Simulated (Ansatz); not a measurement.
Relaxation of C2H7B (10 atoms, charge 0, multiplicity 1), to a largest force component of 0.03 eV/Å in at most 50 steps.

The calculation used RKS B3LYP/def2-SVP (Ansatz).

```xyz
10
Properties=species:S:1:pos:R:3
B 0.221 -1.534 0.243
H -0.941 -1.608 0.094
H 0.954 -1.714 -0.696
H 0.673 -1.429 1.355
C 0.460 1.321 -0.113
C -0.752 0.747 -0.214
H 1.117 1.432 -0.982
H 0.842 1.692 0.843
H -1.151 0.418 -1.176
H -1.423 0.674 0.646
```

Question: Where does it end, and by what steps?

Answer: The run converged. After 33 steps the energy has fallen by 1.366 eV; H2 moved furthest, 1.58 Å. Parted: B1–H2 (1.17 → 2.76 Å). Joined: B1–C5 (2.89 → 1.57 Å), H2–C6 (2.38 → 1.10 Å).

| step | energy less start (eV) | largest force component (eV/Å) | accepted |
| --- | --- | --- | --- |
| 0 | 0.0000 | 0.727 | yes |
| 2 | -0.1631 | 0.463 | yes |
| 4 | -0.2520 | 0.669 | yes |
| 6 | -0.3418 | 0.994 | yes |
| 8 | -0.3896 | 0.433 | yes |
| 10 | -0.7025 | 1.298 | yes |
| 12 | -0.5904 | 6.609 | no |
| 14 | -1.1676 | 0.905 | yes |
| 16 | -1.1614 | 1.125 | no |
| 18 | -1.2730 | 0.152 | yes |
| 20 | -1.2834 | 0.088 | yes |
| 22 | -1.2837 | 0.240 | no |
| 24 | -1.2854 | 0.274 | yes |
| 26 | -1.3084 | 0.120 | yes |
| 28 | -1.3222 | 0.122 | yes |
| 30 | -1.3442 | 0.430 | yes |
| 32 | -1.3660 | 0.053 | yes |
| 33 | -1.3663 | 0.013 | yes |

```xyz
10
Properties=species:S:1:pos:R:3
B 1.053 -0.940 0.112
H -1.582 -0.258 0.593
H 1.391 -1.454 -0.931
H 1.126 -1.605 1.120
C 0.445 0.502 0.130
C -1.073 0.360 -0.165
H 0.891 1.148 -0.645
H 0.571 1.002 1.104
H -1.257 -0.101 -1.150
H -1.565 1.347 -0.167
```

Whether the end is a true minimum wasn't checked by a vibrational analysis.

Run time: 19 s on 2 threads of AMD EPYC 9R45 96-Core Processor (Zen 5), with other jobs on the host, peak memory 0.17 GiB.
